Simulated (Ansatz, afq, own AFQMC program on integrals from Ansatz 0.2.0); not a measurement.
Integrals from Ansatz 0.2.0, then the random walk in our own AFQMC program (afq).

```yaml
crystal:
  periodic: [false, false, false]
  atoms:
    - {symbol: B, position_ang: [0.000000, 0.000000, 0.227918]}
    - {symbol: B, position_ang: [0.000000, 0.000000, -1.634082]}
    - {symbol: H, position_ang: [0.000000, 0.000000, 1.406165]}
basis:
  gaussian: {orbitals: 6-31G}
magnetization: {spin_polarized: true, initial_magnetization: 3}
correlation: {method: ccsd_t, electrons: outside_noble_gas, hamiltonian_folder: ham}
```

```sh
$ ansatz run in.yaml --threads 1 --pin off --events-out ev --progress --plain --max-ram 16896MiB --backend cuda --devices 0, --max-vram 18GiB
```

Options of the walk:

```
--method phaseless --trial mp1 --walkers 2 --populations 1 --least-time 40 --time-step 0.02 --steps-per-block 50 --equilibration-blocks 6 --max-blocks 40 --target-error 0.00064 --factor-cut 1e-05 --start determinant --seed 8160 --release-times 0.5,1,2 --release-step 0.05 --release-every 1 --taylor-order 8
```

Times are imaginary, in 1/Eh. The walk had a cap of 60 s.

```
orbitals 18  electrons 5 2  factors 108 of 284
reference energy -49.72611225 Eh
CCSD correlation -0.10102390 Eh in 11 cycles, weight of the determinant in the CISD state 0.9003
energy of the start -49.803704 Eh
 block  time / (1/Eh)  mean weight  energy / Eh
     1     1.000  0.9702  -49.814548
     2     2.000  1.0243  -49.850268
     3     3.000  1.0221  -49.825328
     4     4.000  1.0024  -49.824021
     5     5.000  0.9920  -49.817633
     7     7.000  1.0132  -49.821530
     9     9.000  1.0189  -49.828113
    11    11.000  1.0019  -49.821911
    13    13.000  0.9926  -49.835154
    15    15.000  1.0017  -49.819343
    17    17.000  0.9714  -49.822526
    19    19.000  0.9931  -49.814694
    21    21.000  0.9736  -49.824538
    23    23.000  1.0072  -49.811029
    25    25.000  1.0196  -49.820561
    27    27.000  1.0055  -49.822592
    29    29.000  1.0088  -49.836530
    31    31.000  0.9954  -49.825046
    33    33.000  0.9912  -49.813116
    35    35.000  1.0018  -49.821729
    37    37.000  0.9994  -49.815284
    39    39.000  0.9686  -49.832166
    41    41.000  1.0117  -49.876756
    43    43.000  1.0031  -49.824464
    45    45.000  1.0028  -49.847288
    46    46.000  0.9584  -49.809646
blocks merged  error / Eh  count
     1  0.002026  40
     2  0.001903  20
     4  0.002620  10
released: time / (1/Eh)  energy / Eh  error  mean overlap
  0.50  -49.827992  0.002145  0.9944
  1.00  -49.828622  0.002630  0.9980
  2.00  -49.830621  0.003478  0.8972
energy -49.825823 +/- 0.002026 Eh
(rows thinned)
```

The run failed at least one of its tests; the cautions name the faults. The second half of the sampling lies below the first by 1.9 errors of their difference, so the energy may still be moving and its error bar be too small.

Against this walk (error 55.1 meV) on the same determinant: CCSD(T) 128.8 meV lower, CCSDT(Q) 169.7 meV lower, CCSDTQ 174.5 meV lower, full CI 175.5 meV lower, a separate phaseless walk with a CISD trial and standard settings 138.0 ± 55.3 meV lower. The error is statistical and leaves out the bias of the constraint.

A setting was made bad on purpose (too few walkers), so the walk's energy isn't to be trusted.

Cautions: constraint bias not in the error; error not settled; error above the target (55.1 against 17.4 meV); lower spins were not checked; the search met a lower determinant of the same kind, perhaps of another symmetry (6 meV lower), and this one is a saddle point; so few walkers bias the energy; the time-step error isn't removed.

CCSDT and higher add their correlation energy to the determinant of the CCSD(T) run, since their own runs factorise the integrals more tightly (a shift of under 2 meV). A walk keeps the symmetry of its determinant, which the program's search chose and which needn't be the lowest solution, so a lower state of the same spin and another symmetry isn't excluded.
